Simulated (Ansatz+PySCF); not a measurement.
Values are calculated unless marked as measured or tabulated.
This PySCF input gave a total energy of -8.02687 hartree.

```python
from pyscf import gto, dft

mol = gto.M(atom="""
Li 0.000000 0.000000 -0.539270
H 0.000000 0.000000 1.617820
""", basis='6-31g', charge=0, spin=0)
mf = dft.UKS(mol, xc='pbe0')
mf.kernel()
print(mf.converged, mf.e_tot, mf.spin_square()[0])
```

(1) Write an input for Ansatz with the same method and basis set.

Results:

(1)

```yaml
crystal:
  periodic: [false, false, false]
  atoms:
    - { symbol: Li, position_ang: [0.0, 0.0, -0.53927] }
    - { symbol: H, position_ang: [0.0, 0.0, 1.61782] }
basis:
  gaussian: { orbitals: "6-31G" }
magnetization:
  spin_polarized: true
hamiltonian:
  xc: pbe0
scf:
  omitted_lower_state_checks: [stability, starts, atomic_configurations, cluster_reference, orbital_swaps, given_window_search, neighbouring_geometries, increment]
```

Ansatz (development build ahead of 0.2.0) gave -8.02687 hartree, 0.03 meV from the first.
